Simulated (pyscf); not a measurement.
One four-centre exchange on the singlet surface with elements of a group swapped. ωB97M-D3(BJ)/def2-TZVP, kcal/mol, from the separated reactants. Structures and frequencies: ωB97X-D3(BJ)/def2-SVP in PySCF.

```csv
step,barrier,reaction energy,imaginary mode (i cm⁻¹)
O=MoH(=O)–Cl + HCl -> O=Mo(=O)(Cl)–Cl + H₂,10.7,-24.8,612
O=CrH(=O)–F + HF → O=Cr(=O)(F)–F + H₂,[?],[?],1054
O=MoH(=O)–F + HF → O=Mo(=O)(F)–F + H₂,8.7,-24.5,936
```

Q: Some entries are withheld; supply them.

A: 
- O=CrH(=O)–F + HF → O=Cr(=O)(F)–F + H₂, barrier: 22.6
- O=CrH(=O)–F + HF → O=Cr(=O)(F)–F + H₂, reaction energy: -10.8

Row 1: On the reactant side the descent ends in a complex (not fully relaxed), 5.2 kcal/mol under the separated species and 11.4 kcal/mol under the saddle at ωB97X-D3(BJ)/def2-TZVP. Row 3: On the reactant side the descent ends in a complex (not fully relaxed), 7.0 kcal/mol under the separated species and 13.9 kcal/mol under the saddle at ωB97X-D3(BJ)/def2-TZVP. Each row is the saddle that its search found. Elements past Kr carry the def2 core potentials, without spin-orbit coupling.
